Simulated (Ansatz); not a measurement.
# AlClFH3: the cost of one run

Method: PBE0-D4/def2-SVP; program: Ansatz 0.2.0, Gaussian basis.

22 further runs of the same task are left out: 22 set aside as unsound or not needed.

### Step 1. Where the work starts

The first end: 6 atoms, charge 0, spin multiplicity 1.

Atoms are counted from 1 here; the program's logs count them from 0.

Bond lengths: Al1–F2 1.675 Å, Al1–H3 1.578 Å, Al1–H4 1.578 Å, Al1–Cl6 2.620 Å, H5–Cl6 1.290 Å. Angles: F2–Al1–H3 116.3°, F2–Al1–H4 116.3°, F2–Al1–Cl6 84.4°, H3–Al1–H4 125.0°, H3–Al1–Cl6 100.0°, H4–Al1–Cl6 100.0°, Al1–Cl6–H5 80.2°.

Geometry (Å):

```mol
AlClFH3
  3D, bonds by distance, orders not assigned

  6  5  0  0  0  0  0  0  0  0999 V2000
   -0.6634    0.3267   -0.3467 Al  0  0
   -0.9733   -0.5771    1.0293 F   0  0
   -0.8893   -0.4036   -1.7275 H   0  0
   -0.5839    1.8910   -0.1522 H   0  0
    1.2731   -0.9214    1.0934 H   0  0
    1.8369   -0.3155    0.1037 Cl  0  0
  1  2  8  0
  1  3  8  0
  1  4  8  0
  1  6  8  0
  5  6  8  0
M  END
```

The second end:

```
Al   -0.2093    0.3874   -0.5237
F    -0.5413   -0.7153    1.1470
H    -0.9073   -0.4574   -1.6532
H    -0.6005    1.8437   -0.0734
H     0.3973   -0.8924    1.2229
Cl    1.8611   -0.1659   -0.1197
```

### Step 2. The band at PBE0-D4/def2-SVP

Input file neb/in.yaml:

```yaml
crystal:
  periodic: [false, false, false]
  atoms:
    - {symbol: Al, position_ang: [-0.663408, 0.326724, -0.346697]}
    - {symbol: F, position_ang: [-0.973288, -0.577063, 1.029253]}
    - {symbol: H, position_ang: [-0.889344, -0.403586, -1.727530]}
    - {symbol: H, position_ang: [-0.583930, 1.890984, -0.152238]}
    - {symbol: H, position_ang: [1.273098, -0.921428, 1.093392]}
    - {symbol: Cl, position_ang: [1.836872, -0.315531, 0.103720]}
basis:
  gaussian: {orbitals: def2-SVP}
hamiltonian: {xc: pbe0, dispersion: d4}
neb:
  images: 5
  climbing: true
  max_iterations: 40
  initial_path: idpp
  final_atoms:
    - {symbol: Al, position_ang: [-0.209297, 0.387364, -0.523651]}
    - {symbol: F, position_ang: [-0.541260, -0.715259, 1.146980]}
    - {symbol: H, position_ang: [-0.907291, -0.457435, -1.653203]}
    - {symbol: H, position_ang: [-0.600544, 1.843736, -0.073444]}
    - {symbol: H, position_ang: [0.397272, -0.892376, 1.222891]}
    - {symbol: Cl, position_ang: [1.861119, -0.165931, -0.119674]}
```

The run is started by

```console
> ansatz run in.yaml --threads 2 --pin off --events-out ev --progress --plain --max-ram 4352MiB
```

**Question.** How long does this run take on 2 threads of Intel Xeon Platinum 8259CL at 2.50GHz, shared host?

About 72 s.
